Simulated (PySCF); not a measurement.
Molecule: thioacetamide, C2H5NS.

Geometry (Å), atoms numbered from 1 in this order:
```xyz
9

C    -0.701    0.367   -0.767
C    -0.137   -0.119    0.540
N     1.174   -0.404    0.529
S    -1.068   -0.289    1.892
H    -1.152    1.358   -0.620
H     0.049    0.428   -1.570
H    -1.511   -0.306   -1.083
H     1.606   -0.736    1.383
H     1.740   -0.299   -0.303
```

Geometry PBE0-D3(BJ)/def2-SVP throughout; GIAO in PySCF 2.14, gas phase, one conformer, non-relativistic; equivalent atoms averaged; basis pcSseg-2.

Task: How do the shifts δ (against TMS, NH3, CS2 at the same level) depend on the functional? (ppm; last column core-seconds on shared hosts with different chips, so compare them loosely; the GGAs took longer than the global hybrids here, which isn't the general rule, and the cause wasn't traced)

Result: 
| functional | kind | C2 | C1 | N3 | S4 | H8 | H9 | H5/H6/H7 | core-s |
| --- | --- | --- | --- | --- | --- | --- | --- | --- | --- |
| HF | Hartree–Fock | 238.9 | 32.6 | 137.0 | 222.6 | 6.74 | 5.91 | 2.45 | 7.9 |
| LDA | LDA | 212.7 | 34.6 | 164.8 | 353.9 | 6.44 | 6.09 | 2.54 | 20 |
| PBE | GGA | 207.0 | 34.0 | 156.8 | 322.1 | 6.42 | 6.14 | 2.51 | 23 |
| BLYP | GGA | 210.3 | 34.0 | 155.5 | 336.2 | 6.41 | 6.09 | 2.54 | 24 |
| BP86 | GGA | 207.3 | 34.2 | 155.5 | 323.4 | 6.41 | 6.11 | 2.51 | 25 |
| OPBE | GGA | 197.3 | 33.1 | 151.2 | 295.8 | 6.44 | 6.31 | 2.48 | 24 |
| KT2 | GGA | 197.5 | 33.1 | 150.6 | 276.5 | 6.37 | 6.09 | 2.49 | 24 |
| KT3 | GGA | 195.3 | 32.6 | 146.9 | 277.6 | 6.40 | 6.20 | 2.48 | 24 |
| B97-D | GGA | 202.9 | 33.5 | 150.1 | 315.0 | 6.40 | 6.13 | 2.52 | 24 |
| B3LYP | global hybrid | 219.1 | 34.0 | 152.5 | 324.6 | 6.50 | 5.99 | 2.49 | 16 |
| PBE0 | global hybrid | 217.5 | 34.0 | 152.5 | 306.7 | 6.52 | 6.03 | 2.46 | 16 |
| mPW1PW91 | global hybrid | 218.1 | 34.1 | 152.1 | 309.3 | 6.51 | 6.02 | 2.46 | 16 |
| WP04 | global hybrid | 218.8 | 34.2 | 145.7 | 351.4 | 6.48 | 6.08 | 2.38 | 13 |
| B97-2 | global hybrid | 212.7 | 33.7 | 149.0 | 301.3 | 6.49 | 6.04 | 2.46 | 12 |
| BHandHLYP | global hybrid | 229.7 | 33.7 | 147.3 | 295.0 | 6.61 | 5.92 | 2.46 | 14 |
| CAM-B3LYP | range-separated hybrid | 229.0 | 34.1 | 151.5 | 328.8 | 6.57 | 5.86 | 2.46 | 17 |
| wB97X-D | range-separated hybrid | 224.7 | 34.5 | 150.7 | 312.2 | 6.56 | 5.91 | 2.43 | 18 |
| LC-wPBE | range-separated hybrid | 235.1 | 34.5 | 148.9 | 322.2 | 6.57 | 5.85 | 2.40 | 22 |

Task: Which nucleus moves most, in ppm?

Result: S4 (thione sulfur): from 222.6 ppm with HF to 353.9 ppm with LDA. The smallest spread is 0.16 ppm, at H5/H6/H7. Proton shifts span only some 12 ppm, so a few tenths of a ppm matter as much there as several ppm in carbon.
